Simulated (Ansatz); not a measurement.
Ansatz (a program for electronic structure) input (B3LYP-D3(BJ)/def2-TZVP):

Ansatz 0.2 input:
```yaml
crystal:
  periodic: [false, false, false]
  atoms:
    - {symbol: C, position_ang: [0.77925915, -0.09519085, 0.05763488]}
    - {symbol: C, position_ang: [-0.44391979, 0.05658009, 0.00897467]}
    - {symbol: H, position_ang: [1.84234480, -0.22874012, 0.09170171]}
    - {symbol: H, position_ang: [-1.01204967, 0.93803333, -0.32662046]}
    - {symbol: H, position_ang: [-1.23920323, -0.66562368, 0.24887781]}
basis:
  gaussian:
    orbitals: def2-TZVP
hamiltonian:
  xc: b3lyp
  dispersion: d3bj
total_charge: 1
relax: {f_tol: 0.002, max_steps: 150}
```

Output:

```
Functional definition: B3LYP
integrals: 0.01 GiB planned
492 factors; their error is unknown
mean field: 0.15 GiB planned
mean field evaluation 1: about -2103.4324 eV, gradient 6.2e1 eV
mean field evaluation 2: about -2102.6264 eV, gradient 6.0e1 eV
mean field evaluation 4: about -2111.8517 eV, gradient 7.1e0 eV
mean field evaluation 8: about -2111.9671 eV, gradient 5.0e-2 eV
mean field -2111.96706154 eV, -77.6133579690 hartree, gradient 1.4e-5 eV, S^2 0.000000; 0 other end points of the search recorded, 0 dependent functions left out
the calculation of the forces begins
reference -2111.96723703 eV, -77.6133644179 hartree; 7, 7 occupied and 73, 73 virtual orbitals, 492 factors
relax step   1: F+E_penalty+E_count = -2112.05012475 eV  Δ(F+E_penalty+E_count) = +0.000e0 eV  max|allowed force component| = 1.762e0 eV/Å  Δτ_max = 0.0000 Å  (27 SCF iters, accepted)
these checks for a lower state are left out or cut short: starts, cluster_reference, orbital_swaps, neighbouring_geometries, increment
integrals: 0.01 GiB planned
492 factors; their error is unknown
mean field: 0.15 GiB planned
mean field evaluation 16: about -2111.4439 eV, gradient 1.3e1 eV
mean field -2111.79137995 eV, -77.6069017896 hartree, gradient 1.3e-5 eV, S^2 0.000000; 0 other end points of the search recorded, 0 dependent functions left out
the calculation of the forces begins
reference -2111.79155572 eV, -77.6069082490 hartree; 7, 7 occupied and 73, 73 virtual orbitals, 492 factors
relax step   2: F+E_penalty+E_count = -2111.87442162 eV  Δ(F+E_penalty+E_count) = +1.757e-1 eV  max|allowed force component| = 1.808e0 eV/Å  Δτ_max = 0.1946 Å  (37 SCF iters, rejected (line search))
these checks for a lower state are left out or cut short: starts, cluster_reference, orbital_swaps, neighbouring_geometries, increment
integrals: 0.01 GiB planned
492 factors; their error is unknown
mean field: 0.15 GiB planned
mean field -2112.05812796 eV, -77.6167045982 hartree, gradient 1.1e-5 eV, S^2 0.000000; 0 other end points of the search recorded, 0 dependent functions left out
the calculation of the forces begins
reference -2112.05830390 eV, -77.6167110639 hartree; 7, 7 occupied and 73, 73 virtual orbitals, 492 factors
relax step   3: F+E_penalty+E_count = -2112.14139050 eV  Δ(F+E_penalty+E_count) = -9.127e-2 eV  max|allowed force component| = 3.349e-1 eV/Å  Δτ_max = 0.0708 Å  (29 SCF iters, accepted)
these checks for a lower state are left out or cut short: starts, cluster_reference, orbital_swaps, neighbouring_geometries, increment
integrals: 0.01 GiB planned
492 factors; their error is unknown
mean field: 0.15 GiB planned
mean field evaluation 32: about -2112.0782 eV, gradient 2.0e-3 eV
mean field -2112.06578267 eV, -77.6169859035 hartree, gradient 1.0e-5 eV, S^2 0.000000; 0 other end points of the search recorded, 0 dependent functions left out
the calculation of the forces begins
reference -2112.06595891 eV, -77.6169923802 hartree; 7, 7 occupied and 73, 73 virtual orbitals, 492 factors
relax step   4: F+E_penalty+E_count = -2112.14906991 eV  Δ(F+E_penalty+E_count) = -7.679e-3 eV  max|allowed force component| = 7.368e-2 eV/Å  Δτ_max = 0.0205 Å  (31 SCF iters, accepted)
these checks for a lower state are left out or cut short: starts, cluster_reference, orbital_swaps, neighbouring_geometries, increment
integrals: 0.01 GiB planned
492 factors; their error is unknown
mean field: 0.15 GiB planned
mean field -2112.06579442 eV, -77.6169863353 hartree, gradient 1.0e-5 eV, S^2 0.000000; 0 other end points of the search recorded, 0 dependent functions left out
the calculation of the forces begins
reference -2112.06597065 eV, -77.6169928118 hartree; 7, 7 occupied and 73, 73 virtual orbitals, 492 factors
relax step   5: F+E_penalty+E_count = -2112.14908349 eV  Δ(F+E_penalty+E_count) = -1.358e-5 eV  max|allowed force component| = 7.321e-2 eV/Å  Δτ_max = 0.0012 Å  (32 SCF iters, accepted)
these checks for a lower state are left out or cut short: starts, cluster_reference, orbital_swaps, neighbouring_geometries, increment
integrals: 0.01 GiB planned
492 factors; their error is unknown
mean field: 0.15 GiB planned
mean field -2112.06640315 eV, -77.6170087059 hartree, gradient 1.0e-5 eV, S^2 0.000000; 0 other end points of the search recorded, 0 dependent functions left out
the calculation of the forces begins
reference -2112.06657942 eV, -77.6170151836 hartree; 7, 7 occupied and 73, 73 virtual orbitals, 492 factors
relax step   6: F+E_penalty+E_count = -2112.14972090 eV  Δ(F+E_penalty+E_count) = -6.374e-4 eV  max|allowed force component| = 6.298e-2 eV/Å  Δτ_max = 0.0091 Å  (31 SCF iters, accepted)
these checks for a lower state are left out or cut short: starts, cluster_reference, orbital_swaps, neighbouring_geometries, increment
integrals: 0.01 GiB planned
492 factors; their error is unknown
mean field: 0.15 GiB planned
mean field -2112.06642282 eV, -77.6170094286 hartree, gradient 1.0e-5 eV, S^2 0.000000; 0 other end points of the search recorded, 0 dependent functions left out
the calculation of the forces begins
reference -2112.06659910 eV, -77.6170159067 hartree; 7, 7 occupied and 73, 73 virtual orbitals, 492 factors
relax step   7: F+E_penalty+E_count = -2112.14973928 eV  Δ(F+E_penalty+E_count) = -1.838e-5 eV  max|allowed force component| = 3.265e-3 eV/Å  Δτ_max = 0.0005 Å  (32 SCF iters, accepted)
these checks for a lower state are left out or cut short: starts, cluster_reference, orbital_swaps, neighbouring_geometries, increment
integrals: 0.01 GiB planned
492 factors; their error is unknown
mean field: 0.15 GiB planned
mean field evaluation 64: about -2112.0664 eV, gradient 1.0e-5 eV
mean field -2112.06642340 eV, -77.6170094498 hartree, gradient 1.0e-5 eV, S^2 0.000000; 0 other end points of the search recorded, 0 dependent functions left out
the calculation of the forces begins
reference -2112.06659968 eV, -77.6170159279 hartree; 7, 7 occupied and 73, 73 virtual orbitals, 492 factors
relax step   8: F+E_penalty+E_count = -2112.14973961 eV  Δ(F+E_penalty+E_count) = -3.240e-7 eV  max|allowed force component| = 9.494e-5 eV/Å  Δτ_max = 0.0005 Å  (31 SCF iters, accepted)
integrals: 0.01 GiB planned
492 factors; their error is unknown
mean field: 0.15 GiB planned
mean field -2112.06642340 eV, -77.6170094498 hartree, gradient 1.0e-5 eV, S^2 0.000000; 1 other end points of the search recorded, 0 dependent functions left out
the calculation of the forces begins
reference -2112.06659968 eV, -77.6170159279 hartree; 7, 7 occupied and 73, 73 virtual orbitals, 492 factors
Total energy: -2112.14991589 eV, -77.6200777422 hartree
Atom 0 at     0.743340    -0.092619     0.049662 Å, force     0.000095    -0.000052     0.000016 eV/Å
Atom 1 at    -0.497666     0.060591    -0.005235 Å, force    -0.000049     0.000067    -0.000014 eV/Å
Atom 2 at     1.815463    -0.224922     0.097066 Å, force    -0.000006    -0.000015     0.000005 eV/Å
Atom 3 at    -0.945077     1.007672    -0.345082 Å, force    -0.000065     0.000029    -0.000014 eV/Å
Atom 4 at    -1.189629    -0.745663     0.284157 Å, force     0.000025    -0.000027     0.000006 eV/Å
Dipole moment:     0.114107    -0.014055     0.005037 e Å
```
